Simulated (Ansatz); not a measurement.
## triplet Al₂: levels of theory in one basis

```xyz
2

Al    0.0000    0.0000    0.0000
Al    0.0000    0.0000    2.7010
```

Basis set: def2-SVP (spherical functions). Correlated methods keep 10 orbitals frozen. Correlation on ROHF uses semicanonical orbitals with singles. Charge 0, multiplicity 3.

Computed with Ansatz (development build ahead of 0.2.0); each method stands on the lowest determinant of its kind that the runs found.

```tsv
method	E − E(ROHF) (eV)	<S²> of the determinant
ROHF	0.00	2.00
UHF	-0.13	2.03
ROHF-MP2	-2.19	–
UHF-MP2	-2.16	2.03
ROHF-CCSD(T)	-3.05	–
UHF-CCSDT(Q)	-3.09	2.03
```

Caution for ROHF-MP2, UHF-MP2, ROHF-CCSD(T), UHF-CCSDT(Q): a plain start can end on a higher determinant.
